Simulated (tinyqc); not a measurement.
Geometry optimisation on the RHF/sto-3g surface (energies and gradients from PySCF), for HF, spin multiplicity 1, step by step. One step of it, computed by the program tinyqc.

Problem. Step 2: move. Quasi-Newton step p = -H^(-1) g (the inverse Hessian comes from BFGS updates; coordinates in the order x, y, z of each atom); steps longer than 0.1 bohr are cut back.

positions after step 1 (bohr), order 1F, 2H:
$$\begin{pmatrix}
0.000000 & 0.000000 & -0.070711 \\
0.000000 & 0.000000 & 1.756346
\end{pmatrix}$$

gradient (hartree/bohr), order 1F, 2H:
$$\begin{pmatrix}
0.00000000 & 0.00000000 & -0.01507976 \\
0.00000000 & 0.00000000 & 0.01507976
\end{pmatrix}$$

inverse Hessian in use (bohr^2/hartree):
$$\begin{pmatrix}
1.000000 & 0.000000 & 0.000000 & 0.000000 & 0.000000 & 0.000000 \\
0.000000 & 1.000000 & 0.000000 & 0.000000 & 0.000000 & 0.000000 \\
0.000000 & 0.000000 & 0.794074 & 0.000000 & 0.000000 & 0.205926 \\
0.000000 & 0.000000 & 0.000000 & 1.000000 & 0.000000 & 0.000000 \\
0.000000 & 0.000000 & 0.000000 & 0.000000 & 1.000000 & 0.000000 \\
0.000000 & 0.000000 & 0.205926 & 0.000000 & 0.000000 & 0.794074
\end{pmatrix}$$

Give: positions after step 2.

Solution.

positions after step 2 (bohr), order 1F, 2H:
$$\begin{pmatrix}
0.000 & 0.000 & -0.062 \\
0.000 & 0.000 & 1.747
\end{pmatrix}$$
